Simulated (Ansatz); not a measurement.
## HON, triplet: reading a ladder of total energies

Geometry: a PBE0/def2-TZVP stationary point for this spin, not checked as a minimum.

```yaml
atoms:
  - { symbol: N, position_ang: [0.0000, -0.0590, 0.7269] }
  - { symbol: O, position_ang: [0.0000, 0.1003, -0.5734] }
  - { symbol: H, position_ang: [0.0000, -0.7728, -0.9996] }
```

Basis cc-pVDZ; Ansatz 0.2.0. Correlated methods freeze the noble-gas cores, which leaves 12 electrons in 31 orbitals. Prefix R: restricted or restricted open-shell reference; prefix U: unrestricted.

Full CI isn't at hand for all of this; UCCSDTQ serves as the reference, and is uncertain by about the last step of the cluster series.

Runs differ by some tens of microhartree through their thresholds and, for an open shell, their frozen cores, so steps under 0.03 kcal/mol mean nothing.

```csv
level,total energy (hartree)
UHF,-129.813852
UMP2,-130.105385
UCCSD,-130.126262
UCCSD(T),-130.133557
UCCSDT,-130.134195
UCCSDT(Q),-130.134985
UCCSDTQ,-130.134882
```

Problem. What is the correlation energy at UCCSDTQ, and what share of it do UMP2 and UCCSD(T) recover?

Solution. E(corr) = -130.134882 − (-129.813852) = -0.321030 hartree = -8.736 eV. UMP2: -0.291533 / -0.321030 = 90.81 %. UCCSD(T): -0.319705 / -0.321030 = 99.59 %.

Problem. By how many kcal/mol does UCCSD(T) miss UCCSDTQ (1 hartree = 627.509 kcal/mol), and which steps make up the rest?

Solution. -130.133557 − (-130.134882) = 0.001325 hartree = 0.83 kcal/mol. Steps: UCCSDT − UCCSD(T) = -0.40, UCCSDT(Q) − UCCSDT = -0.50, UCCSDTQ − UCCSDT(Q) = 0.06 kcal/mol. Differences between like states or geometries often cancel part of this.
